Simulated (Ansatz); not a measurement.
Reaction (atomization): `CCSP` → 2 C• + 7 H• + P• + S•

Isolated molecules relaxed with PBE0-D4/def2-TZVP in Ansatz; ΔE leaves out vibrations. CCSD(T)/CBS is the MP2 limit (def2-TZVPP, def2-QZVPP) plus CCSD(T) − MP2 in def2-TZVPP, frozen cores. This one scheme is used for every species, atoms too. For atomizations the MP2-based limit and the directly extrapolated one differ by several kJ/mol either way, and by 10 to 25 for some Ge, Se and Sn compounds, so smaller differences from it don't rank the levels. DFT in def2-TZVPP. Open shells (•) are unrestricted, without spin–orbit coupling. Spin–orbit coupling would lower the free atoms: a little for C, S. Each species was taken in one conformer, which may not be the lowest.

```
             level  ΔE (eV)
            r2SCAN    39.07
         CAM-B3LYP    38.97
      MP2/def2-SVP    36.44
SCS-MP2/def2-QZVPP    38.92
```

**Question.** What does CCSD(T)/CBS give? (Best estimate.)

**Answer.** Ansatz gave: +39.02 eV. The listed levels differ from it by 0.05, -0.05, -2.58, -0.10 eV.

Largest T1 diagnostic among the species: 0.011.

The D4 term adds +0.38 eV with B3LYP and +0.20 eV with PBE0; it sums over pairs of atoms, weighted by their polarisabilities, and B3LYP, whose exchange is more repulsive, gets the larger term. From BLYP to BHLYP (50 % exact exchange), in def2-TZVPP and without D4, ΔE moves by −0.50 eV: exact exchange takes away binding that semilocal exchange gives to molecules. At CCSD(T), def2-SVP lies −2.49 eV from the extrapolated value and def2-TZVPP −1.07 eV: correlation converges slowly with the basis, and small sets miss more of it in the bonded molecule than in its fragments.

B3LYP here is the variant with VWN-RPA as its local correlation; programs differ in this.
